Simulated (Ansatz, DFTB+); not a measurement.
# How well does each level of theory give the band gap of diamond-structure Si?

Reference value: 1.23 eV (measured, zero-point renormalisation of 0.06 eV added back here (the table's ZPR column); inputs from Chen et al. (2018), doi:10.1103/physrevmaterials.2.073803).

```tsv
level (code)	value (eV)	cell (Å³/atom)	error (eV)
DFTB Si–O set cp2k-nonscc-sid (DFTB+)	2.90 (indirect)	20.01	+1.67
LDA (Ansatz)	0.47 (indirect)	20.01	-0.76
PBE (Ansatz)	0.57 (indirect)	20.01	-0.66
PBE-D4 (Ansatz)	0.56 (indirect)	19.89	-0.67
PBE0 (Ansatz)	1.76 (indirect)	20.01	+0.53
```

Leaving aside DFTB Si–O set cp2k-nonscc-sid (doubt noted below): Once the reference is moved by up to 0.10 eV (a margin picked here for doubts on the reference and the settings) and values within 0.03 eV count as equal, the nearest can be PBE0 (+0.53 eV), PBE (-0.66 eV) or PBE-D4 (-0.67 eV). No ranked level lands within 0.2 eV. Even the nearest is off by 0.53 eV.

Published values of wave-function and many-body methods: 1.7 ± 0.1 eV (published DMC value, backflow, extrapolated, pseudopotential, static lattice; Yang et al. (2020), arXiv:1910.07531).

Semilocal Kohn–Sham gaps run low as a rule, and all computed gaps are for a static lattice, while measured ones hold electron–phonon shifts unless said otherwise.  DFTB Si–O set cp2k-nonscc-sid: the gap is read on the k mesh or supercell of the run alone and can be too large. DFTB Si–O set cp2k-nonscc-sid: this tight-binding set is not self-consistent in the charges. Values are at the measured cell; PBE-D4 at the level's own relaxed cell. Cutoffs and k meshes differ between the levels. Ansatz's density-functional and Hartree–Fock values are scalar-relativistic unless marked +SOC, with PAW data made under PBE.

Differences are worked out from the printed values.

Ansatz is a program for electronic structure.
